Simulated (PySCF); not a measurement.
**State search for LiF⁺**

Unrestricted PBE0; PySCF, no relativity, basis sets Li 6-31G(d,p), F 6-31G(d,p). Outer shells of the fragments: Li+ closed shells only; F 2s2 2p5.

Followed along the bond (rough minima from three points):

```csv
2Ms+1,unpaired,⟨S²⟩ at the start,R at minimum (Å),Te (eV)
2,π ↑,0.75,2.04,0.00
2,σ ↑,0.75,2.29,0.45
```

Solutions found at the starting distance of 2.000 Å, counted from the lowest of them; the search is not exhaustive and high or unbound solutions are not listed, so other states can lie among these:

```tsv
2Ms+1	unpaired	term	E (eV)	⟨S²⟩	⟨Lz²⟩	μ (D)
2	π ↑	²Π	0.00	0.75	1.00	-6.41
2	σ ↑	²Σ⁺	0.48	0.75	0.00	-6.43
```

A term symbol is given only where ⟨S²⟩ and ⟨Lz²⟩ are close to those of a pure state; real π, δ and φ orbitals otherwise mix terms. A positive dipole points towards F; it is taken about the centre of mass and depends on that origin.
